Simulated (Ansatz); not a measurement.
**Structure relaxation of Al4RePb2**

The calculation used DFT PBE, scalar-relativistic, plane waves, PAW (Ansatz). Cutoff 420 eV, Γ-centred k mesh, Gaussian smearing, no spin polarisation in the final step.

Al4RePb2 was placed on the sites of a reported K2PdBr4 cell (P4/mmm, No. 123), with Re in place of Pd, Pb in place of K, Al in place of Br, at a guessed volume.

```yaml
crystal:
  lattice:
    - [6.45289, 0.00000, 0.00000]
    - [0.00000, 6.45289, 0.00000]
    - [0.00000, 0.00000, 3.75293]
  atoms:
    - { symbol: Al, position: [0.23323, 0.23323, 0.00000] }
    - { symbol: Al, position: [0.76677, 0.23323, 0.00000] }
    - { symbol: Al, position: [0.76677, 0.76677, 0.00000] }
    - { symbol: Al, position: [0.23323, 0.76677, 0.00000] }
    - { symbol: Re, position: [0.00000, 0.00000, 0.00000] }
    - { symbol: Pb, position: [0.50000, 0.00000, 0.50000] }
    - { symbol: Pb, position: [0.00000, 0.50000, 0.50000] }
```

Cell and atoms relax at zero pressure; the relaxation can't lower the symmetry of the start. After a coarse first stage the cell is made exact in the group found at 0.06 Å.

The zero of energy is the elements' standard structures at the same level; no fitted shifts are applied.

What does it relax into?

It keeps P4/mmm (No. 123). Conventional cell: a = 6.224 Å, c = 4.279 Å. Al is coordinated by 1 Re at 2.49 Å, 2 Al at 2.70 Å and 4 Pb at 3.08 Å (next Al at 3.52 Å); Re has 4 Al at 2.49 Å; Pb is coordinated by 8 Al at 3.08 Å.

```cif
data_structure
_symmetry_space_group_name_H-M 'P4/mmm'
_symmetry_Int_Tables_number 123
_cell_length_a 6.2244
_cell_length_b 6.2244
_cell_length_c 4.2785
_cell_angle_alpha 90.000
_cell_angle_beta 90.000
_cell_angle_gamma 90.000
_cell_volume 165.76
loop_
_atom_site_label
_atom_site_type_symbol
_atom_site_symmetry_multiplicity
_atom_site_Wyckoff_symbol
_atom_site_fract_x
_atom_site_fract_y
_atom_site_fract_z
_atom_site_occupancy
Al1 Al 4 j 0.28282 0.28282 0.00000 1
Re1 Re 1 a 0.00000 0.00000 0.00000 1
Pb1 Pb 2 e 0.50000 0.00000 0.50000 1
```

What are its volume, energy, density and gap?

The volume per atom is 23.68 Å³, the density is 7.10 g/cm³ and the energy over the elements is 0.63 eV/atom. The gap on the 6×6×10 mesh is 0 eV (a metal).

The final run used a 6×6×10 mesh on its 7-atom cell and 0.10 eV smearing. The k mesh leaves about 4 meV/atom of noise in metals. Spin–orbit coupling is left out. A structure relaxed within its symmetry needn't be a true minimum. The steps took about 2.8 core-minutes in all.